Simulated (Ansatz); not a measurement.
Species: CH6Si, charge 0, multiplicity 1. 
Geometry from a B3LYP-D3(BJ)/def2-TZVP (Ansatz, a first-principles code) optimisation:
```
Si
H 1 1.4834
H 1 1.4834 2 108.30
H 1 1.4834 2 108.30 3 -117.24
C 1 1.8761 2 110.62 4 -121.38
H 5 1.0915 1 110.87 2 60.00
H 5 1.0915 6 108.04 1 -121.68
H 5 1.0915 6 108.04 7 -116.65
```
Charge 0, spin multiplicity 1.

Property: vertical ionisation energy (to the doublet state of charge +1; each state is the SCF solution reached for its spin; the molecule has degenerate orbitals, so one determinant may break the symmetry), in eV. Correlated levels leave the core frozen unless marked. Open shells are spin-unrestricted. No spin-orbit coupling. Non-relativistic. CBS marks a two-point X^-3 extrapolation of the correlation energy; Hartree-Fock from the larger set. [CCSD(T)-MP2]/basis is that difference in the basis named.

RI-MP2/CBS(def2-TZVPPD,def2-QZVPPD)+[CCSD(T)-MP2]/def2-TZVPPD (Ansatz) gives 11.82 eV.

Question: Another calculation gave 11.42 eV. Which level was it?
(A) r2SCAN/def2-TZVPD (Ansatz)
(B) wB97M-V/def2-TZVPD (Ansatz)
(C) PBE/def2-TZVPD (Ansatz)
(D) PBE0/def2-TZVPD (Ansatz)

Answer: A, r2SCAN/def2-TZVPD (Ansatz). The others give 11.54 (PBE0), 11.69 (wB97M-V), 11.26 (PBE) eV.
